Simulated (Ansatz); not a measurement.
**Multireference treatment of C3H4, singlet**

Computed with Ansatz's Gaussian-basis code (development build). Basis cc-pVDZ, nonrelativistic, no frozen core. State-specific CASSCF; RHF is the lowest restricted (open-shell) Hartree–Fock solution met. Solutions may break the symmetry of the shape. The lowest solution met needn't be the lowest there is, nor hold the orbitals that a chemist would pick.

Geometry:

```xyz
7

C     0.0000    0.0000    0.8583
C     0.0000   -0.6505   -0.4988
C     0.0000    0.6505   -0.4988
H     0.9124    0.0000    1.4564
H    -0.9124    0.0000    1.4564
H     0.0000   -1.5841   -1.0385
H     0.0000    1.5841   -1.0385
```

(1) What do CASSCF and its corrections give against RHF in CAS(4,4), and what are the occupations?

## Answers

(1) CASSCF -1.513 eV, SC-NEVPT2 -10.881 eV; occupations 1.98, 1.93, 0.07, 0.02.
